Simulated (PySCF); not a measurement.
Compound: C2H7O2P.
Numbering: `[CH3:1][P:2]([CH3:3])(=[O:4])[OH:5]` (hydrogens: H6, H7, H8 on C1; H9, H10, H11 on C3; H12 on O5)

Computed, not measured: PBE0-D3(BJ)/def2-SVP geometry optimisation, gas phase (PySCF 2.14.0).

**Question.** Give the optimised bond lengths and angles.

**Answer.** 
```json
{"bond": "C1–P2, P2–C3", "length (Å)": "1.805"}
{"bond": "P2=O4", "length (Å)": "1.489"}
{"bond": "P2–O5", "length (Å)": "1.636"}
{"bond": "C1–H6 and 5 like bonds", "length (Å)": "1.099"}
{"bond": "O5–H12", "length (Å)": "0.966"}
```

Bonds in one row agree within 0.01 Å and their mean is given. A selection of angles:
```json
{"angle": "P2–C1–H6", "degrees": "111.5"}
{"angle": "P2–C1–H7", "degrees": "107.8"}
{"angle": "P2–C1–H8", "degrees": "109.4"}
{"angle": "H6–C1–H7", "degrees": "109.4"}
{"angle": "C1–P2–C3", "degrees": "106.8"}
{"angle": "C1–P2–O4", "degrees": "115.1"}
{"angle": "C1–P2–O5", "degrees": "102.5"}
{"angle": "C3–P2–O5", "degrees": "102.7"}
{"angle": "O4–P2–O5", "degrees": "113.2"}
{"angle": "P2–O5–H12", "degrees": "108.2"}
```

Dihedral angles: H12–O5–P2–C1 -128° (anticlinal). The mirror-image conformer, all signs reversed, is as good.

The 2 O–P bonds span 1.489 Å (P2=O4, drawn double) to 1.636 Å (P2–O5, drawn single), a spread of 0.147 Å. P2 (phosphoryl phosphorus) is distorted tetrahedral (angles from 102.5° to 115.1°).

Point group: near Cs, missed by 0.08 Å at most; the miss may be what the optimiser left on a soft mode. No PBE0-D3(BJ)/def2-SVP frequencies stand behind this structure, so it isn't proved a minimum. The numbers are those of one conformer (C1–P2–O5–H -128°).

Time: 61 s wall; peak memory 0.47 GiB. Hardware: one thread of an Arm Neoverse V2, no GPU, shared host with 96 logical CPUs at a one-minute load of 63. That covers the optimisation of the geometry.
